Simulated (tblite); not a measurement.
C₄H₁₁OP.
Cartesian coordinates in Å at the GFN2-xTB level; atoms count from 1:
```xyz
17
C4H11OP angstrom
C      2.011    0.214    0.839
P      1.129    0.939   -0.626
C      0.093   -0.545   -1.108
C     -1.054   -0.838   -0.148
C     -1.906    0.407    0.087
O     -1.167    1.433    0.701
H      2.218   -0.846    0.696
H      1.423    0.353    1.744
H      2.949    0.751    0.962
H      2.150    0.577   -1.529
H     -0.310   -0.325   -2.101
H      0.741   -1.422   -1.190
H     -0.655   -1.180    0.811
H     -1.685   -1.633   -0.553
H     -2.238    0.819   -0.868
H     -2.792    0.154    0.688
H     -0.914    1.152    1.587
```

Calculated harmonic vibrations of the isolated species, GFN2-xTB (tblite), most abundant isotopes, no scaling. This tight-binding method is rough: wavenumbers can miss measured ones by several per cent, in bad cases by 10 to 20. Modes of hydrogen on phosphorus can be 10 to 20 % off. One conformer, not necessarily the lowest.

Harmonic wavenumbers (cm⁻¹): 54.7, 101.6, 158.5, 182.4, 211.7, 316.9, 328.1, 390.0, 509.8, 656.0, 727.8, 746.1, 781.9, 849.3, 897.7, 912.8, 955.3, 989.2, 1006.3, 1060.0, 1082.9, 1120.0, 1184.8, 1224.0, 1272.8, 1309.0, 1317.3, 1339.0, 1345.2, 1444.8, 1449.0, 1465.4, 1473.4, 1484.0, 2192.0, 2880.5, 2931.7, 2946.9, 2956.8, 2969.8, 2987.7, 2989.1, 3003.4, 3017.6, 3545.4.

A = 3994, B = 2015, C = 1754 MHz; mass 106.055 u (most abundant isotopes); point group C1, symmetry number 1.

Q: Zero-point energy?

A: ½Σν̃ = 31384 cm⁻¹ = 89.73 kcal/mol.

Q: What is S at 500 K and 1 bar for an ideal gas of classical rigid rotors and harmonic oscillators?

A: Translation 42.49, rotation 29.06, vibration 37.85: S = 109.4 cal/(mol K).

Q: And Cp and H(500 K) − H(0)?

A: Cp = 48.08 cal/(mol K), of which vibrations give 40.13 (their classical limit is 45 R = 89.4); H(500 K) − H(0) = 13.96 kcal/mol without the zero-point energy, 9.99 from vibrations.

Q: How do the functions run with temperature in this model?

A: 
| T (K) | S (cal/(mol K)) | Cp (cal/(mol K)) | H − H(0) (kcal/mol) | G − H(0) (kcal/mol) | ln q(vib) |
| --- | --- | --- | --- | --- | --- |
| 150 | 71.9 | 19.8 | 2.06 | -8.72 | 2.08 |
| 250 | 83.8 | 27.5 | 4.42 | -16.53 | 4.03 |
| 298.15 | 89.0 | 31.7 | 5.84 | -20.68 | 4.97 |
| 400 | 99.5 | 40.5 | 9.52 | -30.29 | 6.99 |
| 600 | 118.8 | 54.4 | 19.10 | -52.15 | 11.00 |
| 900 | 143.6 | 68.1 | 37.65 | -91.62 | 16.87 |

q(vib) and H(0) count from the zero-point level.

Q: Which modes carry the vibrational entropy at 500 K?

A: 54.7 cm⁻¹: 5.66; 101.6 cm⁻¹: 4.44; 158.5 cm⁻¹: 3.56; 182.4 cm⁻¹: 3.29; 211.7 cm⁻¹: 3.00; 316.9 cm⁻¹: 2.24 cal/(mol K); the other 39 give 15.66 together.

Q: Blend soft modes into free rotors: weight 1/[1 + (100 cm⁻¹/ν̃)⁴] for the oscillator and the rest for a rotor with moment μB/(μ + B), μ = h/(8π²ν), B = 10⁻⁴⁴ kg m². What vibrational entropy results?

A: 35.63 cal/(mol K) in place of 37.85, which changes −T·S at 500 K by +1.11 kcal/mol.

Hindered rotation and anharmonicity are outside this model. Other conformers, if any are populated, would add a mixing term that is left out. The structure is chiral; the term R ln 2 for an equal mix with its mirror image is left out.
